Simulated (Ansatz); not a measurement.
# CH₃BS: vertical ionisation energy

Aim: the vertical ionisation energy of CH₃BS, as cation minus neutral at the neutral's geometry, on several levels, and how well −ε(HOMO) stands in for it.

Program: Ansatz 0.2.0, Gaussian basis. Level of theory: unrestricted cation, the program's frozen cores in correlated methods. These are calculated values, not measurements.

Plan: UKS PBE-D4/def2-TZVPP; UKS r2SCAN-D4/def2-TZVPP; UKS PBE0-D4/def2-TZVPP; UKS B3LYP-D4/def2-TZVPP; UKS wB97X-V/def2-TZVPP; UKS wB97M-V/def2-TZVPP; UKS B2PLYP/def2-TZVPP; UHF-CCSD(T)/def2-TZVPP; UHF-MP2/def2-QZVPP; extrapolation to the limit; then −ε(HOMO) from the neutral's earlier runs with LDA (SPW92), PBE-D4, revPBE-D4, BLYP-D4, r2SCAN-D4, B97M-V, PBE0-D4, B3LYP-D4, r2SCANh-D4, r2SCAN0-D4, HSE06-D4, BHLYP-D4, CAM-B3LYP-D4, LC-ωPBE, ωB97X-V, ωB97M-V.

### 1 Structure used throughout

An earlier PBE0-D4 in a triple-zeta def2 set relaxation fixed the geometry.

SMILES `B1CS1`, 6 atoms, charge 0, spin multiplicity 1.

Atoms are counted from 1 here; the program's logs count them from 0.

Bond lengths: B1–C2 1.531 Å, B1–S3 1.737 Å, B1–H4 1.182 Å, C2–S3 1.862 Å, C2–H5 1.086 Å, C2–H6 1.086 Å. Angles: C2–B1–S3 69.1°, C2–B1–H4 148.6°, S3–B1–H4 142.3°, B1–C2–S3 60.7°, B1–C2–H5 121.2°, B1–C2–H6 121.2°, S3–C2–H5 114.2°, S3–C2–H6 114.2°, H5–C2–H6 113.5°, B1–S3–C2 50.2°.

Geometry (Å):

```xyz
6
CH3BS
B    -0.4799   -0.7235   -0.2408
C     0.2295    0.5952    0.0793
S     0.9931   -1.0101    0.6346
H    -1.3974   -1.2813   -0.7348
H     0.8040    1.1232   -0.6767
H    -0.1071    1.2325    0.8922
```

### 2 Cation, UKS PBE-D4/def2-TZVPP

Input file in.yaml:

```yaml
crystal:
  periodic: [false, false, false]
  atoms:
    - {symbol: B, position_ang: [-0.479901, -0.723546, -0.240793]}
    - {symbol: C, position_ang: [0.229475, 0.595165, 0.079274]}
    - {symbol: S, position_ang: [0.993062, -1.010134, 0.634562]}
    - {symbol: H, position_ang: [-1.397432, -1.281263, -0.734767]}
    - {symbol: H, position_ang: [0.803997, 1.123231, -0.676683]}
    - {symbol: H, position_ang: [-0.107100, 1.232547, 0.892208]}
basis:
  gaussian: {orbitals: def2-TZVPP}
total_charge: 1
magnetization: {spin_polarized: true, initial_magnetization: 1}
hamiltonian: {xc: pbe, dispersion: d4}
```

Started as:

```console
$ ansatz run in.yaml --threads 2 --pin off --events-out ev --progress --plain --max-ram 4352MiB
```

After this run come: Cation, UKS r2SCAN-D4/def2-TZVPP; Cation, UKS PBE0-D4/def2-TZVPP; Cation, UKS B3LYP-D4/def2-TZVPP; Cation, UKS wB97X-V/def2-TZVPP; Cation, UKS wB97M-V/def2-TZVPP; Cation, UKS B2PLYP (frozen core)/def2-TZVPP; Cation, UHF-CCSD(T)/def2-TZVPP; Cation, UHF-MP2/def2-QZVPP.

Before running them: what should the planned runs give, taken together? Wanted: ionisation energy, CCSD(T)/CBS; nearest functional by difference; nearest −ε(HOMO); −ε(HOMO) of PBE; T1 of the cation.

The runs gave:

| quantity | value |
| --- | --- |
| ionisation energy, CCSD(T)/CBS | 10.20 eV |
| nearest functional by difference | B3LYP-D4 (-0.15 eV) |
| nearest −ε(HOMO) | LC-ωPBE (+0.13 eV) |
| −ε(HOMO) of PBE | 6.53 eV |
| T1 of the cation | 0.020 |

Energy differences with functionals land within 0.23 eV of the reference. The PBE orbital energy is 3.7 eV too small: a semilocal HOMO is no ionisation energy. Among orbital estimates LC-ωPBE comes nearest. Hartree-Fock falls 1.40 eV short, as the neutral has more correlation energy than the cation.
